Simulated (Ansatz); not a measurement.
What a trial cell of BiAs3 relaxes into

These are results of DFT PBE, scalar-relativistic, plane waves, PAW in Ansatz 0.2.0, not measurements. Cutoff 420 eV, Γ-centred k mesh, Gaussian smearing, no spin polarisation in the final step.

The start puts BiAs3 on the Cu3Au (L1_2) structure type (Pm-3m, No. 221), with Bi in place of Au, As in place of Cu, at a guessed volume.

```
Bi As
1.0
     4.49878    0.00000    0.00000
     0.00000    4.49878    0.00000
     0.00000    0.00000    4.49878
Bi As
1 3
Direct
  0.00000 0.00000 0.00000
  0.00000 0.50000 0.50000
  0.50000 0.00000 0.50000
  0.50000 0.50000 0.00000
```

Cell and atoms relax at zero pressure; the relaxation can't lower the symmetry of the start.

The zero of energy is the elements' standard structures at the same level; no fitted shifts are applied.

Q: Describe the relaxed structure.

A: It keeps Pm-3m (No. 221). The result has the Cu3Au (L1_2) structure. Conventional cell: a = 4.479 Å. Around Bi lie 12 As at 3.17 Å; As is coordinated by 4 Bi at 3.17 Å and 8 As at 3.17 Å.

```cif
data_structure
_symmetry_space_group_name_H-M 'Pm-3m'
_symmetry_Int_Tables_number 221
_cell_length_a 4.4788
_cell_length_b 4.4788
_cell_length_c 4.4788
_cell_angle_alpha 90.000
_cell_angle_beta 90.000
_cell_angle_gamma 90.000
_cell_volume 89.85
loop_
_atom_site_label
_atom_site_type_symbol
_atom_site_symmetry_multiplicity
_atom_site_Wyckoff_symbol
_atom_site_fract_x
_atom_site_fract_y
_atom_site_fract_z
_atom_site_occupancy
Bi1 Bi 1 a 0.00000 0.00000 0.00000 1
As1 As 3 c 0.00000 0.50000 0.50000 1
```

Q: What are its volume, energy, density and gap?

A: The volume per atom is 22.46 Å³. The density is 8.02 g/cm³ and the energy over the elements is 0.48 eV/atom. The gap on the 10×10×10 mesh is 0 eV (a metal).

The final run used a 10×10×10 mesh on its 4-atom cell and 0.10 eV smearing. For metals, differences of a few meV/atom aren't resolved. Spin–orbit coupling is left out. Symmetry constrained the relaxation, so the result can be a saddle point.

Cost: 2 runs of about 0.41 core-minutes in all, on Intel Xeon 6975P-C (Granite Rapids) (shared hosts).